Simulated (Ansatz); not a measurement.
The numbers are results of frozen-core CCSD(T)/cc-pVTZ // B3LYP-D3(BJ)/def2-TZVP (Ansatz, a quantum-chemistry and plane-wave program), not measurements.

Ansatz 0.2 input:
```yaml
crystal:
  periodic: [false, false, false]
  atoms:
    - { symbol: S, position_ang: [0.673599, -0.000003, -0.000002] }
    - { symbol: H, position_ang: [-0.673599, 0.000003, 0.000002] }
basis:
  gaussian: { orbitals: cc-pVTZ }
correlation:
  method: ccsd_t
magnetization:
  spin_polarized: true
  initial_magnetization: 1
```

Output:

```
Functional definition: HF
269 factors; integrals over basis functions are off by at most 1.4e-3 eV
mean field evaluation 1: about -10832.5784 eV, gradient 6.6e0 eV
mean field evaluation 2: about -10832.5794 eV, gradient 6.6e0 eV
mean field evaluation 4: about -10832.9794 eV, gradient 8.2e-1 eV
mean field evaluation 8: about -10832.9877 eV, gradient 1.3e-3 eV
mean field evaluation 16: about -10832.0973 eV, gradient 9.2e0 eV
mean field evaluation 32: about -10832.9874 eV, gradient 1.3e-1 eV
mean field -10832.98773438 eV, -398.1049563755 hartree, gradient 8.6e-6 eV, S^2 0.763120; 2 other end points of the search recorded, 0 dependent functions left out
5 core orbitals not correlated
reference -10832.98773438 eV, -398.1049563755 hartree; 4, 3 occupied and 39, 40 virtual orbitals, 269 factors
second order -4.11825189 eV of doubles, -0.00000000 eV of singles
cycle   1  -4.61722570 eV  change   -5.0e-1 eV  update   4.7e-2
cycle   2  -4.78030034 eV  change   -1.6e-1 eV  update   1.6e-2
cycle   3  -4.78975509 eV  change   -9.5e-3 eV  update   4.1e-3
cycle   4  -4.78984401 eV  change   -8.9e-5 eV  update   1.1e-3
cycle   5  -4.78954911 eV  change    2.9e-4 eV  update   4.0e-4
cycle   6  -4.78963801 eV  change   -8.9e-5 eV  update   1.2e-4
cycle   7  -4.78965705 eV  change   -1.9e-5 eV  update   3.5e-5
cycle   8  -4.78965349 eV  change    3.6e-6 eV  update   1.1e-5
cycle   9  -4.78965207 eV  change    1.4e-6 eV  update   2.8e-6
perturbative correction -0.16616280 eV, -0.0061063702 hartree
Total energy: -10837.94354925 eV, -398.2870792128 hartree
```

Cost: about 1.5 core-seconds (a rough figure).
